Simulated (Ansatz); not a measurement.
Cost and result up the ladder for Si(SMe)H3 (CH6SSi) (9 atoms). The state is a singlet with charge 0. Geometry: PBE-D4/def2-TZVP.

```
atom    x (Å)    y (Å)    z (Å)
 Si1  -0.7064  -1.0280  -0.8189
  S2  -0.7288   1.0578  -0.3476
  C3   0.6849   1.1049   0.8168
  H4   0.4927   0.4745   1.6941
  H5   0.7875   2.1475   1.1417
  H6   1.6144   0.7920   0.3248
  H7   0.5672  -1.4271  -1.4994
  H8  -1.8656  -1.2606  -1.7299
  H9  -0.8459  -1.8610   0.4183
```

Ansatz on 4 threads of Arm Neoverse N1 on a shared host. Times are rough, and most runs start from the orbitals of an earlier one. PBE0-D4/def2-TZVP serves as the yardstick here, not as an exact answer. Differences are given only for rows in sets of like size (and for xTB, whose basis is part of the method), since another set adds its own error. Binding counts from free atoms at the same level (Si triplet, S triplet, C triplet, H doublet; other spins of the atoms weren't run), without zero-point energy or a counterpoise term.

HSE06 is defined as in plane-wave codes, on full-range PBE exchange. Correlated methods freeze 11 core orbitals.

Correlated methods converge slowly with the basis.

```tsv
level	functions	wall time	binding energy per atom (eV)	difference from PBE0-D4/def2-TZVP (eV)
HF/STO-3G	29	0.15 s	3.31	–
HF/def2-TZVP	141	0.8 s	2.52	-0.82
PBE-D4/def2-SVP	80	0.8 s	3.36	–
LDA (SPW92)/def2-TZVP	141	0.85 s	3.75	0.41
PBE0-D4/def2-SVP	80	1.1 s	3.33	–
MP2/def2-TZVP	141	1.2 s	3.22	-0.12
BLYP-D4/def2-TZVP	141	1.4 s	3.33	-0.02
PBE0-D4/def2-TZVP	141	1.6 s	3.34	0.00
PBE-D4/def2-TZVPD	180	2.2 s	3.37	0.02
HSE06-D4/def2-TZVP (with forces)	141	2.6 s	3.35	0.00
r2SCAN-D4/def2-TZVPD	180	4.5 s	3.36	0.02
B97M-V/def2-TZVP	141	7 s	3.37	0.03
CCSD(T)/def2-TZVPD	180	27 s	3.24	-0.10
CCSD(T)/def2-TZVPP	199	36 s	3.28	-0.06
```
